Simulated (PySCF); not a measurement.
Structure with atom numbers: `[cH:1]1[n:2][cH:3][nH:4][n:5]1`. Each H is labelled by its parent atom.

GIAO PBE0/pcSseg-1 shifts (PySCF 2.14, gas phase, non-relativistic, equivalent atoms averaged), each against references optimised in the same way as the molecule (TMS, NH3).

On the GFN2-xTB geometry: C1 155.6, C3 145.5, N5 329.3, N2 290.8, N4 225.5, H(N4) 10.12, H(C1) 8.08, H(C3) 8.05 ppm.

Q: What changes on the PBE0-D3(BJ)/def2-SVP geometry?

A: 
```
atoms  δ (ppm)  change
   C1    156.0    +0.4
   C3    144.4    -1.1
   N5    325.7    -3.6
   N2    290.4    -0.4
   N4    224.9    -0.6
H(N4)     9.67   -0.45
H(C1)     7.93   -0.15
H(C3)     7.97   -0.08
```

Bonds between heavy atoms that differ most (equivalent bonds averaged): N5–C1 1.311 → 1.320 Å, C1–N2 1.349 → 1.356 Å, N2–C3 1.308 → 1.314 Å, N4–N5 1.338 → 1.334 Å. Mean change of bonds to hydrogen: C–H +0.020 Å, N–H +0.005 Å.
